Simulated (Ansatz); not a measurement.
H3P, SMILES P.

Geometry: PBE0-D3(BJ)/def2-TZVPD.

Two levels are set side by side: PBE/def2-TZVPD (Ansatz, a program for electronic structure) and ωB97X-V/def2-TZVPD (Ansatz). Energy differences of separate SCF runs at the same geometry; the states with an electron removed or added have multiplicity 2 and 2. Differences are taken from unrounded values.

```json
[
 {"quantity": "vertical ionisation energy (eV)", "ωB97X-V": "10.56", "PBE": "10.49", "PBE minus ωB97X-V": "-0.06"},
 {"quantity": "vertical singlet–triplet gap (eV)", "ωB97X-V": "6.04", "PBE": "5.72", "PBE minus ωB97X-V": "-0.32"}
]
```
